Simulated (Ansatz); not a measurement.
`FBS` + H₂S → `SBS` + H–F  (ligand exchange at a B–F bond)

Calculated with Ansatz (gas phase, PBE0-D4/def2-TZVP geometries, no zero-point term in ΔE). CCSD(T)/CBS adds triple-zeta CCSD(T) − MP2 to the extrapolated MP2 energy (def2 sets, frozen cores). This one scheme is used for every species. DFT in def2-TZVPP. HSE06 is defined as in plane-wave codes. One conformer a species, not always the lowest.

Is it downhill or uphill in electronic energy at CCSD(T)/CBS, and by how much? (Best estimate.)

Ansatz gave: Uphill: ΔE = +48.3 kJ/mol.

What do these levels give: revPBE-D4, r2SCAN-D4, PBE0-D4, r2SCAN0-D4, HSE06-D4, ωB97X-V, revPBE, CAM-B3LYP, MP2/def2-SVP, HF/def2-TZVPP, HF/def2-QZVPP, HF/CBS(def2)? (Estimate.)

Ansatz gave: revPBE-D4 40.4, r2SCAN-D4 53.0, PBE0-D4 45.6, r2SCAN0-D4 52.2, HSE06-D4 45.4, ωB97X-V 57.8, revPBE 49.6, CAM-B3LYP 68.0, MP2/def2-SVP 62.8, HF/def2-TZVPP 78.1, HF/def2-QZVPP 79.2, HF/CBS(def2) 79.4 kJ/mol.

Largest T1 diagnostic among the species: 0.014.

At CCSD(T), def2-SVP lies +18.8 kJ/mol from the extrapolated value and def2-TZVPP +4.8 kJ/mol. Leaving LDA and LC-ωPBE aside and taking each functional with its dispersion term where it has one, the values, not all of them listed here, spread over 23.7 kJ/mol, from revPBE-D4 to CAM-B3LYP-D4.
